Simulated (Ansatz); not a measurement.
This geometry of CH3O + FH (7 atoms, charge 0, multiplicity 2) is a first-order saddle point.

All numbers below come from Ansatz, UKS PBE-D4/def2-SVP.

```xyz
7
Properties=species:S:1:pos:R:3
H -0.588 -1.027 -0.303
F 0.052 -1.642 0.591
O -0.913 0.019 -0.671
C 0.102 0.664 -0.079
H 0.321 -0.237 0.774
H -0.097 1.714 0.218
H 1.121 0.508 -0.529
```

(1) Which two structures does it join? (They come from a converged band through this point; their orientation in space is the band's.)

(2) How far does it lie above each of them?

Results:

(1) Bonds broken: H1–F2, C4–H5. Bonds formed: H1–O3, F2–H5.

Image 0:

```xyz
7
Properties=species:S:1:pos:R:3
H -0.527 -1.434 -0.242
F 0.139 -2.111 -0.117
O -1.064 0.154 -0.314
C 0.097 0.754 0.036
H 0.225 0.596 1.150
H 0.143 1.851 -0.161
H 0.987 0.191 -0.353
```

Image 10:

```xyz
7
Properties=species:S:1:pos:R:3
H -0.833 -0.827 -0.499
F 0.366 -1.675 0.839
O -1.047 0.132 -0.559
C 0.075 0.799 -0.186
H 0.449 -0.739 1.021
H -0.067 1.885 -0.077
H 1.057 0.424 -0.538
```

(2) 57.3 kJ/mol above the first and 79.6 kJ/mol above the second. This is the barrier of this one path; another mechanism may lie lower.

Run time: 81 s on 2 threads of AMD EPYC 9R14 (Zen 4), on a shared host, peak memory 0.15 GiB.
